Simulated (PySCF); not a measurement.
# 3-Penten-1-yne, (E)- (C₅H₆): electronic excitations at several levels of theory, part 2 of 2

PySCF 2.14.0. Atoms count from 0. Earlier steps stand in the parts before.

## Step 9: Ultraviolet spectrum: CAM-B3LYP/def2-SVPD

What the job is given:

```
{"job": {"kind": "uv", "xc": "CAM-B3LYP", "basis": "def2-SVPD", "ip": true}, "charge": 0, "multiplicity": 1}
C      3.039504     0.235742     0.491028
C      1.838795     0.075937     0.579677
C      0.436969    -0.124972     0.710658
C     -0.452469     0.077590    -0.277117
C     -1.920479    -0.131571    -0.150837
H      4.100530     0.381888     0.411309
H      0.082572    -0.468175     1.691122
H     -0.076729     0.420847    -1.248204
H     -2.201526    -0.470911     0.856812
H     -2.472549     0.798126    -0.369593
H     -2.276568    -0.880002    -0.879026
```

With the program's defaults for keys left out, this is: TDDFT CAM-B3LYP/def2-SVPD, vertical, gas phase, core orbitals frozen in the response.

The program printed:

```text
coarse grid: 9152 points
cycle   1  E = -193.7345146670  dE =  5.521e-01  |g| = 2.728e-01  |ddm| = 1.133e+01
cycle   2  E = -193.7507532102  dE = -1.624e-02  |g| = 1.588e-01  |ddm| = 1.726e+00
cycle   3  E = -193.7574640979  dE = -6.711e-03  |g| = 3.092e-02  |ddm| = 5.008e-01
cycle   4  E = -193.7576184457  dE = -1.543e-04  |g| = 2.272e-02  |ddm| = 2.216e-01
cycle   5  E = -193.7577487031  dE = -1.303e-04  |g| = 4.934e-03  |ddm| = 5.581e-02
cycle   6  E = -193.7577542893  dE = -5.586e-06  |g| = 1.511e-03  |ddm| = 1.269e-02
final grid: 88272 points
cycle   7  E = -193.8007681772  dE = -2.112e-05  |g| = 2.736e-03  |ddm| = 1.098e-01
cycle   8  E = -193.8007676937  dE =  4.834e-07  |g| = 3.144e-03  |ddm| = 1.148e-02
cycle   9  E = -193.8007700436  dE = -2.350e-06  |g| = 7.166e-04  |ddm| = 5.230e-03
cycle  10  E = -193.8007701654  dE = -1.218e-07  |g| = 1.108e-04  |ddm| = 1.441e-03
cycle  11  E = -193.8007701682  dE = -2.792e-09  |g| = 4.861e-05  |ddm| = 3.060e-04
cycle  12  E = -193.8007701689  dE = -6.203e-10  |g| = 1.096e-05  |ddm| = 9.542e-05
converged SCF energy = -193.8007701689

Static polarisability (au): isotropic 64.382, principal 41.669 50.500 100.976

Singlet excitations
state   eV       nm        f      main configurations
  1   5.5529    223.3   0.00013   H-1->L 0.92
  2   5.5979    221.5   0.34298   H->L 0.84
  3   6.0387    205.3   0.00009   H->L+3 0.35, H->L+4 0.27, H->L+1 0.20
  4   6.7675    183.2   0.00264   H->L+1 0.61, H->L+3 0.18
  5   7.3318    169.1   0.00794   H->L+2 0.63, H->L+1 0.12, H->L+3 0.10
  6   7.3791    168.0   0.00214   H->L+4 0.45, H->L+3 0.29, H->L+2 0.19
  7   7.4542    166.3   0.41880   H-2->L 0.34, H-1->L+3 0.19, H-1->L+4 0.12
  8   7.8573    157.8   0.05900   H-1->L+2 0.47, H-1->L+1 0.43
  9   7.9954    155.1   0.00856   H->L+5 0.78, H->L+4 0.09
 10   8.0783    153.5   0.00016   H-3->L 0.89

Triplet excitations (Tamm-Dancoff, eV): 3.3972 5.1688 5.4746 5.8027
Vertical ionisation energy (delta-SCF) = 8.9157 eV
```

It took 22 s on 1 thread of Arm Neoverse V2, shared host; peak memory 0.65 GiB.

In short: HOMO -8.05 eV, LUMO 0.35 eV; lowest singlet 5.55 eV.

## Step 10: Ultraviolet spectrum: wB97X-D/def2-SVPD

The job, as its differences from that of step 9:

```diff
@@ -1,2 +1,2 @@
-{"job": {"kind": "uv", "xc": "CAM-B3LYP", "basis": "def2-SVPD", "ip": true}, "charge": 0, "multiplicity": 1}
+{"job": {"kind": "uv", "xc": "wB97X-D", "basis": "def2-SVPD", "ip": true}, "charge": 0, "multiplicity": 1}
 C      3.039504     0.235742     0.491028
```

Method: TDDFT wB97X-D/def2-SVPD, vertical, gas phase, core orbitals frozen in the response.

The program printed:

```text
coarse grid: 9152 points
cycle   1  E = -193.7899540801  dE =  5.796e-01  |g| = 2.566e-01  |ddm| = 9.258e+00
cycle   2  E = -193.8072840047  dE = -1.733e-02  |g| = 1.222e-01  |ddm| = 1.420e+00
cycle   3  E = -193.8111730387  dE = -3.889e-03  |g| = 3.083e-02  |ddm| = 4.945e-01
cycle   4  E = -193.8113757207  dE = -2.027e-04  |g| = 2.013e-02  |ddm| = 2.168e-01
cycle   5  E = -193.8114806118  dE = -1.049e-04  |g| = 4.411e-03  |ddm| = 5.969e-02
cycle   6  E = -193.8114856524  dE = -5.041e-06  |g| = 1.432e-03  |ddm| = 1.643e-02
final grid: 88272 points
cycle   7  E = -193.8464037959  dE = -6.116e-05  |g| = 3.095e-03  |ddm| = 3.050e-01
cycle   8  E = -193.8464048250  dE = -1.029e-06  |g| = 2.533e-03  |ddm| = 1.755e-02
cycle   9  E = -193.8464062460  dE = -1.421e-06  |g| = 7.567e-04  |ddm| = 4.945e-03
cycle  10  E = -193.8464063711  dE = -1.251e-07  |g| = 3.064e-04  |ddm| = 2.018e-03
cycle  11  E = -193.8464063957  dE = -2.469e-08  |g| = 3.873e-05  |ddm| = 6.968e-04
cycle  12  E = -193.8464063963  dE = -5.548e-10  |g| = 2.294e-05  |ddm| = 1.421e-04
converged SCF energy = -193.8464063963

Static polarisability (au): isotropic 64.710, principal 42.263 50.711 101.156

Singlet excitations
state   eV       nm        f      main configurations
  1   5.5719    222.5   0.00012   H-1->L 0.94
  2   5.6217    220.5   0.35263   H->L 0.85
  3   6.1155    202.7   0.00013   H->L+2 0.29, H->L+1 0.27, H->L+3 0.26
  4   7.0045    177.0   0.00327   H->L+1 0.55, H->L+3 0.33
  5   7.5044    165.2   0.42590   H-2->L 0.38, H-1->L+3 0.14, H-1->L+2 0.12
  6   7.6794    161.5   0.00803   H->L+4 0.34, H->L+3 0.30, H->L+2 0.15
  7   7.7273    160.4   0.00939   H->L+4 0.44, H->L+2 0.43
  8   8.0228    154.5   0.07723   H-1->L+1 0.47, H-1->L+3 0.31, H-1->L+2 0.14
  9   8.0626    153.8   0.00013   H-3->L 0.90
 10   8.3026    149.3   0.01096   H-2->L 0.43, H->L+6 0.42

Triplet excitations (Tamm-Dancoff, eV): 3.4832 5.2559 5.5857 5.8899
Vertical ionisation energy (delta-SCF) = 8.8739 eV
```

Run time: 21 s. Hardware: 1 thread of Arm Neoverse V2, shared host; peak memory 0.64 GiB.

Key values: HOMO -8.58 eV, LUMO 0.99 eV; lowest singlet 5.57 eV.

## Step 11: Excited states and response: LC-wPBE/def2-SVPD

The job, as its differences from that of step 10:

```diff
@@ -1,2 +1,2 @@
-{"job": {"kind": "uv", "xc": "wB97X-D", "basis": "def2-SVPD", "ip": true}, "charge": 0, "multiplicity": 1}
+{"job": {"kind": "uv", "xc": "LC-wPBE", "basis": "def2-SVPD", "ip": true}, "charge": 0, "multiplicity": 1}
 C      3.039504     0.235742     0.491028
```

Level: TDDFT LC-wPBE/def2-SVPD, vertical, gas phase, core orbitals frozen in the response.

The program printed:

```text
coarse grid: 9152 points
cycle   1  E = -193.7145450210  dE =  6.585e-01  |g| = 2.526e-01  |ddm| = 9.062e+00
cycle   2  E = -193.7351870928  dE = -2.064e-02  |g| = 9.717e-02  |ddm| = 1.296e+00
cycle   3  E = -193.7375413120  dE = -2.354e-03  |g| = 4.638e-02  |ddm| = 5.615e-01
cycle   4  E = -193.7380796647  dE = -5.384e-04  |g| = 2.039e-02  |ddm| = 2.221e-01
cycle   5  E = -193.7381865172  dE = -1.069e-04  |g| = 4.540e-03  |ddm| = 8.356e-02
cycle   6  E = -193.7381930526  dE = -6.535e-06  |g| = 1.510e-03  |ddm| = 1.747e-02
final grid: 88272 points
cycle   7  E = -193.7751817729  dE = -1.521e-05  |g| = 2.511e-03  |ddm| = 1.445e-01
cycle   8  E = -193.7751825919  dE = -8.191e-07  |g| = 1.880e-03  |ddm| = 2.524e-02
cycle   9  E = -193.7751834357  dE = -8.438e-07  |g| = 4.930e-04  |ddm| = 3.707e-03
cycle  10  E = -193.7751835053  dE = -6.961e-08  |g| = 1.219e-04  |ddm| = 1.444e-03
cycle  11  E = -193.7751835102  dE = -4.867e-09  |g| = 3.145e-05  |ddm| = 5.610e-04
cycle  12  E = -193.7751835105  dE = -3.461e-10  |g| = 9.948e-06  |ddm| = 8.609e-05
converged SCF energy = -193.7751835105

Static polarisability (au): isotropic 62.293, principal 40.738 49.194 96.946

Singlet excitations
state   eV       nm        f      main configurations
  1   5.7761    214.7   0.00033   H-1->L 0.84
  2   5.8033    213.6   0.34252   H->L 0.83
  3   6.2755    197.6   0.00011   H->L+4 0.40, H->L+3 0.21, H->L+5 0.09
  4   7.4177    167.1   0.00372   H->L+1 0.65, H->L+5 0.12, H->L+2 0.12
  5   7.6187    162.7   0.42714   H-2->L 0.32, H-1->L+4 0.18, H->L 0.12
  6   8.1055    153.0   0.00107   H->L+3 0.49, H->L+4 0.15, H-3->L 0.13
  7   8.1944    151.3   0.01714   H->L+2 0.66, H->L+1 0.08
  8   8.2599    150.1   0.00096   H-3->L 0.66, H->L+3 0.13
  9   8.4649    146.5   0.08234   H-1->L+1 0.45, H-1->L+2 0.45
 10   8.8417    140.2   0.00846   H->L+5 0.62, H->L+4 0.16

Triplet excitations (Tamm-Dancoff, eV): 3.3428 5.2576 5.3555 5.8490
Vertical ionisation energy (delta-SCF) = 9.0306 eV
```

It took 27 s on 1 thread of Arm Neoverse V2, shared host; peak memory 0.58 GiB.

In short: HOMO -9.39 eV, LUMO 1.46 eV; lowest singlet 5.78 eV.

## Step 12: Ultraviolet spectrum: PBE0/6-31G*

The job, as its differences from that of step 11:

```diff
@@ -1,2 +1,2 @@
-{"job": {"kind": "uv", "xc": "LC-wPBE", "basis": "def2-SVPD", "ip": true}, "charge": 0, "multiplicity": 1}
+{"job": {"kind": "uv", "xc": "PBE0", "basis": "6-31G*"}, "charge": 0, "multiplicity": 1}
 C      3.039504     0.235742     0.491028
```

Method: TDDFT PBE0/6-31G*, vertical, gas phase, core orbitals frozen in the response.

The program printed:

```text
coarse grid: 9152 points
cycle   1  E = -193.8092662632  dE =  5.029e-01  |g| = 3.610e-01  |ddm| = 3.381e+00
cycle   2  E = -193.8223269022  dE = -1.306e-02  |g| = 2.911e-01  |ddm| = 7.643e-01
cycle   3  E = -193.8461895564  dE = -2.386e-02  |g| = 2.611e-02  |ddm| = 3.299e-01
cycle   4  E = -193.8462570402  dE = -6.748e-05  |g| = 2.040e-02  |ddm| = 3.403e-02
cycle   5  E = -193.8463417711  dE = -8.473e-05  |g| = 8.583e-03  |ddm| = 2.342e-02
cycle   6  E = -193.8463604109  dE = -1.864e-05  |g| = 1.485e-03  |ddm| = 8.382e-03
cycle   7  E = -193.8463609114  dE = -5.005e-07  |g| = 5.035e-04  |ddm| = 1.802e-03
final grid: 88272 points
cycle   8  E = -193.8028113107  dE = -1.821e-05  |g| = 5.967e-03  |ddm| = 2.113e-02
cycle   9  E = -193.8028092732  dE =  2.037e-06  |g| = 6.634e-03  |ddm| = 1.270e-02
cycle  10  E = -193.8028206243  dE = -1.135e-05  |g| = 1.895e-03  |ddm| = 7.442e-03
cycle  11  E = -193.8028216187  dE = -9.944e-07  |g| = 2.782e-04  |ddm| = 1.789e-03
cycle  12  E = -193.8028216337  dE = -1.499e-08  |g| = 1.400e-04  |ddm| = 3.961e-04
cycle  13  E = -193.8028216386  dE = -4.831e-09  |g| = 3.479e-05  |ddm| = 1.436e-04
cycle  14  E = -193.8028216388  dE = -2.980e-10  |g| = 4.850e-06  |ddm| = 3.461e-05
converged SCF energy = -193.8028216388

Static polarisability (au): isotropic 52.414, principal 25.009 38.987 93.245

Singlet excitations
state   eV       nm        f      main configurations
  1   5.4482    227.6   0.00001   H-1->L 0.97
  2   5.7149    216.9   0.34402   H->L 0.84, H-1->L+1 0.11
  3   6.2475    198.5   0.00000   H->L+1 0.95
  4   7.6836    161.4   0.38422   H-2->L 0.72, H-1->L+1 0.16, H->L 0.09
  5   8.0824    153.4   0.00014   H-3->L 0.95
  6   8.2933    149.5   0.19134   H->L+5 0.45, H-1->L+1 0.36, H-2->L 0.12
  7   8.6771    142.9   0.00450   H->L+2 0.75, H-2->L+1 0.18
  8   8.7057    142.4   0.00124   H-2->L+1 0.43, H->L+3 0.41
  9   8.9707    138.2   0.00420   H-4->L 0.76, H->L+4 0.08
 10   8.9851    138.0   0.00022   H->L+3 0.45, H-2->L+1 0.25, H->L+2 0.13

Triplet excitations (Tamm-Dancoff, eV): 3.3409 5.0369 5.4560 5.8988
```

Wall time 4.5 s (1 thread of Arm Neoverse V2, shared host); peak memory 0.44 GiB.

In short: HOMO -6.49 eV, LUMO -0.33 eV; lowest singlet 5.45 eV.

## Step 13: TDDFT and polarisability: PBE0/def2-SVP

The job, as its differences from that of step 12:

```diff
@@ -1,2 +1,2 @@
-{"job": {"kind": "uv", "xc": "PBE0", "basis": "6-31G*"}, "charge": 0, "multiplicity": 1}
+{"job": {"kind": "uv", "xc": "PBE0", "basis": "def2-SVP"}, "charge": 0, "multiplicity": 1}
 C      3.039504     0.235742     0.491028
```

With the program's defaults for keys left out, this is: TDDFT PBE0/def2-SVP, vertical, gas phase, core orbitals frozen in the response.

The program printed:

```text
coarse grid: 9152 points
cycle   1  E = -193.6088029747  dE =  4.569e-01  |g| = 3.227e-01  |ddm| = 3.495e+00
cycle   2  E = -193.6190573663  dE = -1.025e-02  |g| = 2.631e-01  |ddm| = 7.120e-01
cycle   3  E = -193.6386540110  dE = -1.960e-02  |g| = 2.476e-02  |ddm| = 3.080e-01
cycle   4  E = -193.6387258746  dE = -7.186e-05  |g| = 1.868e-02  |ddm| = 3.425e-02
cycle   5  E = -193.6387978047  dE = -7.193e-05  |g| = 7.469e-03  |ddm| = 1.988e-02
cycle   6  E = -193.6388114116  dE = -1.361e-05  |g| = 1.886e-03  |ddm| = 7.244e-03
cycle   7  E = -193.6388122407  dE = -8.292e-07  |g| = 6.238e-04  |ddm| = 2.071e-03
final grid: 88272 points
cycle   8  E = -193.6699235468  dE = -1.682e-05  |g| = 5.724e-03  |ddm| = 2.286e-02
cycle   9  E = -193.6699193504  dE =  4.196e-06  |g| = 6.914e-03  |ddm| = 1.236e-02
cycle  10  E = -193.6699318478  dE = -1.250e-05  |g| = 2.040e-03  |ddm| = 7.561e-03
cycle  11  E = -193.6699329824  dE = -1.135e-06  |g| = 2.704e-04  |ddm| = 1.840e-03
cycle  12  E = -193.6699329981  dE = -1.570e-08  |g| = 1.207e-04  |ddm| = 3.589e-04
cycle  13  E = -193.6699330017  dE = -3.630e-09  |g| = 2.983e-05  |ddm| = 1.226e-04
cycle  14  E = -193.6699330020  dE = -2.228e-10  |g| = 4.206e-06  |ddm| = 3.251e-05
converged SCF energy = -193.6699330020

Static polarisability (au): isotropic 55.671, principal 29.612 41.467 95.934

Singlet excitations
state   eV       nm        f      main configurations
  1   5.4331    228.2   0.00000   H-1->L 0.97
  2   5.6676    218.8   0.35813   H->L 0.85, H-1->L+1 0.11
  3   6.1863    200.4   0.00000   H->L+1 0.95
  4   7.6097    162.9   0.39693   H-2->L 0.70, H-1->L+1 0.18, H->L 0.09
  5   7.8621    157.7   0.00252   H->L+2 0.68, H-3->L 0.26
  6   7.9359    156.2   0.00198   H-3->L 0.66, H->L+2 0.28
  7   8.1690    151.8   0.09858   H->L+3 0.34, H->L+5 0.28, H-1->L+1 0.21
  8   8.1724    151.7   0.06592   H->L+3 0.53, H->L+5 0.18, H-1->L+1 0.14
  9   8.5541    144.9   0.00004   H->L+4 0.96
 10   8.7379    141.9   0.00060   H-2->L+1 0.81

Triplet excitations (Tamm-Dancoff, eV): 3.3361 5.0302 5.4519 5.8611
```

Run time: 5.6 s. Hardware: 1 thread of Arm Neoverse V2, shared host; peak memory 0.49 GiB.

In short: HOMO -6.73 eV, LUMO -0.61 eV; lowest singlet 5.43 eV.

## Step 14: Ultraviolet spectrum: PBE0/def2-TZVP

The job, as its differences from that of step 13:

```diff
@@ -1,2 +1,2 @@
-{"job": {"kind": "uv", "xc": "PBE0", "basis": "def2-SVP"}, "charge": 0, "multiplicity": 1}
+{"job": {"kind": "uv", "xc": "PBE0", "basis": "def2-TZVP"}, "charge": 0, "multiplicity": 1}
 C      3.039504     0.235742     0.491028
```

Level: TDDFT PBE0/def2-TZVP, vertical, gas phase, core orbitals frozen in the response.

The program printed:

```text
coarse grid: 9152 points
cycle   1  E = -193.8518220287  dE =  4.896e-01  |g| = 3.775e-01  |ddm| = 2.831e+00
cycle   2  E = -193.8596307299  dE = -7.809e-03  |g| = 3.333e-01  |ddm| = 7.223e-01
cycle   3  E = -193.8894377984  dE = -2.981e-02  |g| = 3.154e-02  |ddm| = 3.585e-01
cycle   4  E = -193.8894004856  dE =  3.731e-05  |g| = 3.400e-02  |ddm| = 4.231e-02
cycle   5  E = -193.8896661162  dE = -2.656e-04  |g| = 7.496e-03  |ddm| = 2.148e-02
cycle   6  E = -193.8896793243  dE = -1.321e-05  |g| = 2.202e-03  |ddm| = 6.091e-03
cycle   7  E = -193.8896804616  dE = -1.137e-06  |g| = 6.345e-04  |ddm| = 2.339e-03
final grid: 88272 points
cycle   8  E = -193.8783276178  dE = -3.883e-05  |g| = 6.082e-03  |ddm| = 1.118e-01
cycle   9  E = -193.8783242280  dE =  3.390e-06  |g| = 6.898e-03  |ddm| = 1.140e-02
cycle  10  E = -193.8783360360  dE = -1.181e-05  |g| = 1.879e-03  |ddm| = 6.142e-03
cycle  11  E = -193.8783369717  dE = -9.357e-07  |g| = 3.510e-04  |ddm| = 1.381e-03
cycle  12  E = -193.8783369883  dE = -1.662e-08  |g| = 2.272e-04  |ddm| = 3.500e-04
cycle  13  E = -193.8783370013  dE = -1.297e-08  |g| = 3.561e-05  |ddm| = 1.644e-04
cycle  14  E = -193.8783370015  dE = -2.909e-10  |g| = 8.724e-06  |ddm| = 3.453e-05
converged SCF energy = -193.8783370015

Static polarisability (au): isotropic 62.919, principal 38.127 47.794 102.837

Singlet excitations
state   eV       nm        f      main configurations
  1   5.3791    230.5   0.00003   H-1->L 0.97
  2   5.5237    224.5   0.36095   H->L 0.86, H-1->L+1 0.09
  3   6.0285    205.7   0.00010   H->L+1 0.93
  4   7.2573    170.8   0.00099   H->L+2 0.94
  5   7.4482    166.5   0.41090   H-2->L 0.58, H-1->L+1 0.27, H->L 0.09
  6   7.7040    160.9   0.00129   H->L+3 0.84, H-3->L 0.10
  7   7.8483    158.0   0.03269   H->L+5 0.50, H-2->L 0.23, H-1->L+1 0.21
  8   7.8700    157.5   0.00057   H-3->L 0.87, H->L+3 0.10
  9   8.0286    154.4   0.00338   H->L+4 0.95
 10   8.3550    148.4   0.00059   H->L+6 0.78, H-2->L+1 0.14

Triplet excitations (Tamm-Dancoff, eV): 3.3229 4.9844 5.4121 5.7428
```

Wall time 14 s (1 thread of Arm Neoverse V2, shared host); peak memory 0.77 GiB.

Key values: HOMO -6.79 eV, LUMO -0.74 eV; lowest singlet 5.38 eV.

## Step 15: Comparing the runs: electronic excitations

Excitations and ground-state properties, with basis size and wall time:

```csv
run,lowest singlet (eV),brightest (eV),f,gap (eV),α (Å³),μ (D),functions,time
HF/def2-SVPD,5.58,7.47,0.508,11.74,9.29,1.18,148,4.8 s
LDA/def2-SVPD,4.98,5.30,0.357,4.04,10.04,1.18,148,32 s
PBE/def2-SVPD,5.00,5.31,0.348,4.08,9.93,1.12,148,48 s
B3LYP/def2-SVPD,5.30,7.33,0.413,5.63,9.73,1.11,148,35 s
PBE0/def2-SVPD,5.39,7.46,0.412,6.05,9.62,1.13,148,31 s
BHandHLYP/def2-SVPD,5.59,7.46,0.446,8.00,9.46,1.13,148,19 s
CAM-B3LYP/def2-SVPD,5.55,7.45,0.419,8.40,9.54,1.12,148,22 s
wB97X-D/def2-SVPD,5.57,7.50,0.426,9.58,9.59,1.13,148,21 s
LC-wPBE/def2-SVPD,5.78,7.62,0.427,10.85,9.23,1.12,148,27 s
PBE0/6-31G*,5.45,7.68,0.384,6.16,7.77,0.99,82,4.5 s
PBE0/def2-SVP,5.43,7.61,0.397,6.12,8.25,1.11,100,5.6 s
PBE0/def2-TZVP,5.38,7.45,0.411,6.04,9.32,1.16,191,14 s
```

Measured dipole: 0.66 D (gas; NIST CCCBDB Release 22 (SRD 101), experimental dipoles).

## Step 16: Results

This closing draws on all 2 parts.

```
                                quantity                        value
                             point group                           Cs
    rotational constants (main isotopes)        38.60, 2.24, 2.14 GHz
           lowest singlet (HF/def2-SVPD)  5.58 eV (222 nm), f = 0.000
brightest single state of those computed  state 5, 7.47 eV, f = 0.508
                          lowest triplet                      2.96 eV
             range of the lowest singlet              4.98 to 5.78 eV
```

In words: Single values in the summary come from the first run of each kind that ended normally (HF/def2-SVPD), which need not be the best level. The start was shaken at random, so part of the energy gained undoes that. Over 8 steps the energy fell by 1.138 eV; of the close pairs, C3–C4 changed most, 1.603 to 1.488 Å. No frequency check was run at this level, so the end point may be a saddle. The lowest singlet, at 5.58 eV, is HOMO−1→LUMO+1 0.51, HOMO→LUMO+5 0.13 and is dark; of the 10 states computed, the strongest absorption comes from state 5 at 7.47 eV. The lowest triplet lies 2.62 eV below the lowest singlet (triplets in Tamm-Dancoff, singlets in full TDDFT). The dipole moment, 1.18 D, compares with 0.66 D measured (one conformer here). The lowest singlet runs from 4.98 eV (LDA/def2-SVPD) to 5.78 eV (LC-wPBE/def2-SVPD), while the orbital gap spans 4.04 to 11.74 eV. The lowest state need not be the same one in every run. The runs solved for a few states only, so the brightest column depends on that window. For the measured dipole, PBE0/6-31G* misses least (0.33 D, 4.5 s) and LDA/def2-SVPD most (0.52 D, 32 s). One molecule ranks no method: errors cancel, and vibration and temperature are missing from all runs.
